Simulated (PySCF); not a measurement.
Reproducing measurements on C4H6O

**Experimental background.**

NIST CCCBDB Release 22 (SRD 101), experimental dipoles lists, for the gas: dipole moment 1.32 D.

The results are set against them at the end.

Species: C₄H₆O.
Atom-mapped SMILES: `[CH:1]1=[CH:2][CH2:3][O:4][CH2:5]1` (hydrogens: H6 on C1; H7 on C2; H8, H9 on C3; H10, H11 on C5)

Cartesian coordinates in Å at the PBE0-D3(BJ)/def2-TZVP level; atoms count from 1:
```
atom  x, y, z in Å
C1    -0.5914    0.6975   -0.6259
C2     0.5893    0.9365   -0.0781
C3     1.0410   -0.2647    0.6838
O4     0.0081   -1.2199    0.5175
C5    -1.0332   -0.6857   -0.2818
H6    -1.1749    1.3786   -1.2312
H7     1.1616    1.8521   -0.1461
H8     1.1836   -0.0490    1.7524
H9     1.9889   -0.6706    0.3030
H10   -1.9783   -0.6943    0.2798
H11   -1.1773   -1.3125   -1.1734
```

The PySCF runs (gas phase, on this PBE0-D3(BJ)/def2-TZVP geometry; no spin–orbit coupling):

```tsv
level	job	basis functions	wall time
PBE0-D3(BJ)/def2-TZVP, grid level 2	geometry optimisation from a GFN2-xTB start shaken at random	191	2.1 min
PBE0/pcSseg-2	shieldings, ring-centre shieldings, charges and field gradients	264	26 s
CAM-B3LYP/aug-cc-pVTZ	10 singlets by full TDDFT, 4 Tamm–Dancoff triplets, polarisability	368	64 s
PBE0/aug-cc-pVTZ	10 singlets by full TDDFT, 4 Tamm–Dancoff triplets, polarisability, dynamic polarisability	368	58 s
wB97X-D/aug-cc-pVTZ	10 singlets by full TDDFT, 4 Tamm–Dancoff triplets, polarisability, ΔSCF ions	368	1.8 min
```

Hardware: one thread, Arm Neoverse V1 (aarch64) (shared host).

Results beside the measurements:

**Dipole moment.** Measured: 1.32 D (NIST CCCBDB Release 22 (SRD 101), experimental dipoles).

| level | computed (D) | computed − measured (D) | % (from the printed values) |
| --- | --- | --- | --- |
| PBE0-D3(BJ)/def2-TZVP | 1.59 | +0.27 | +20 |
| PBE0/pcSseg-2 | 1.62 | +0.30 | +23 |
| CAM-B3LYP/aug-cc-pVTZ | 1.64 | +0.32 | +24 |
| PBE0/aug-cc-pVTZ | 1.56 | +0.24 | +18 |
| wB97X-D/aug-cc-pVTZ | 1.60 | +0.28 | +21 |

Closest is PBE0/aug-cc-pVTZ (+0.24 D), furthest CAM-B3LYP/aug-cc-pVTZ (+0.32 D); one molecule doesn't rank methods. All 5 levels lie above the measurement. The computed dipoles belong to one fixed geometry; measured ones are averaged over vibrations unless marked μe. Magnitudes are compared, not signs.

The geometry is computed, not the measured one. Where a level misses, the cause wasn't examined.
